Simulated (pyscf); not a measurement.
Thermochemistry of product channels of Cl–Al(Cl)–Cl + HF on the singlet surface, in kJ/mol, from CCSD(T)/def2-TZVPP + ΔMP2(QZVPP) energies (ideal gas, 1 atm, RRHO with modes under 100 cm⁻¹ raised to 100, one conformer, R ln 2 for rigid chiral ones). PySCF, gas phase, ωB97X-D3(BJ)/def2-SVP geometries. Correlated levels are frozen-core, on RHF or UHF. ΔMP2 is the change of the MP2 total energy from the triple- to the quadruple-zeta basis.

```csv
products,ΔE,ΔH(298 K),ΔG(900 K),ΔG(1200 K)
HCl + F–Al(Cl)–Cl,-21.0,-25.7,-34.5,-37.1
F–Cl + Cl–AlH–Cl,(withheld),+448.2,+432.6,(withheld)
```

Question: What belongs in the gaps?

Answer: 
- F–Cl + Cl–AlH–Cl, ΔE: +457.0
- F–Cl + Cl–AlH–Cl, ΔG(1200 K): +427.8

These are energies of the channels, which say nothing of barriers. The CCSD(T) − MP2 part came from Ansatz, without density fitting, on the same reference.
